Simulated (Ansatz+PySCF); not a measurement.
The numbers below are computed, except where a source is named.
This PySCF input gave a total energy of -472.14507 hartree.

```python
from pyscf import gto, scf

mol = gto.M(atom="""
S 0.000000 0.000000 -0.460580
O 0.000000 0.000000 0.921160
""", basis='def2-svp', charge=0, spin=2)
mf = scf.UHF(mol)
mf.init_guess = 'huckel'
mf.kernel()
while True:  # follow internal instabilities
    mo, _, stable, _ = mf.stability(return_status=True)
    if stable: break
    mf.kernel(mf.make_rdm1(mo, mf.mo_occ))
print(mf.converged, mf.e_tot, mf.spin_square()[0])
```

**Question.** Write an input for Ansatz with the same method and basis set.

**Answer.**

```yaml
crystal:
  periodic: [false, false, false]
  atoms:
    - { symbol: S, position_ang: [0.0, 0.0, -0.46058] }
    - { symbol: O, position_ang: [0.0, 0.0, 0.92116] }
basis:
  gaussian: { orbitals: def2-SVP }
magnetization:
  spin_polarized: true
  initial_magnetization: 2
hamiltonian:
  xc: hf
```

Ansatz (development build ahead of 0.2.0) gave -472.14507 hartree, 0.03 meV from the first.
